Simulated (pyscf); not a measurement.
Structures and frequencies: ωB97X-D3(BJ)/def2-SVP in PySCF.

Estimate the classical barrier height and the reaction energy of `[SnH4]` + `[H][H]` → `[SnH2]` [singlet] + `[H][H]` + `[H][H]` at M06-2X/def2-TZVP. The step runs on the singlet surface, breaks H–Sn, H–Sn, H–H and forms H–H, H–H; take the separated reactants as zero.

ΔE‡ = 66.2 kcal/mol, ΔE = +20.8 kcal/mol. ωB97M-D3(BJ)/def2-TZVP gives 64.8 kcal/mol and +22.8 kcal/mol. Zero-point energy shifts the barrier by +0.2 kcal/mol. It is a multi-bond step, with an imaginary mode of 1938i cm⁻¹. This is the saddle that the search found; another between the same sides may lie lower. Elements past Kr carry the def2 core potentials, without spin-orbit coupling.
